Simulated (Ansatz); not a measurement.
**H3Ge–N⁺, quartet: reading a ladder of total energies**

Geometry: that of the H3Ge–N, triplet, kept fixed.

```xyz
5

Ge   -0.2797   -0.0021    0.0009
N     1.6147    0.0123   -0.0051
H    -0.7720    1.4535    0.0039
H    -0.7514   -0.7367    1.2654
H    -0.7593   -0.7341   -1.2622
```

Basis cc-pVDZ; Ansatz 0.2.0. Only valence electrons are correlated (noble-gas cores and the filled d shells of p-block atoms frozen), which leaves 11 electrons in 41 orbitals. Prefix R: restricted or restricted open-shell reference; prefix U: unrestricted. No spin–orbit coupling is included, and no scalar relativity.

Full CI isn't at hand for all of this; UCCSDT(Q) serves as the reference, and is uncertain by about the last step of the cluster series.

Runs differ by some tens of microhartree through their thresholds and, for an open shell, their frozen cores, so steps under 0.03 kcal/mol mean nothing.

```json
{"level": "UHF", "total energy (hartree)": "-2131.120277"}
{"level": "UMP2", "total energy (hartree)": "-2131.280675"}
{"level": "UCCSD", "total energy (hartree)": "-2131.321829"}
{"level": "UCCSD(T)", "total energy (hartree)": "-2131.325858"}
{"level": "UCCSDT", "total energy (hartree)": "-2131.326925"}
{"level": "UCCSDT(Q)", "total energy (hartree)": "-2131.327092"}
```

Q: What is the correlation energy at UCCSDT(Q), and what share of it do UMP2 and UCCSD recover?

A: E(corr) = -2131.327092 − (-2131.120277) = -0.206815 hartree = -5.628 eV. UMP2: -0.160398 / -0.206815 = 77.56 %. UCCSD: -0.201552 / -0.206815 = 97.46 %.

Q: By how many kcal/mol does UCCSD(T) miss UCCSDT(Q) (1 hartree = 627.509 kcal/mol), and which steps make up the rest?

A: -2131.325858 − (-2131.327092) = 0.001234 hartree = 0.77 kcal/mol. Steps: UCCSDT − UCCSD(T) = -0.67, UCCSDT(Q) − UCCSDT = -0.10 kcal/mol. That is within 1 kcal/mol of the reference in this basis, which itself misses far more of the correlation at the basis-set limit.
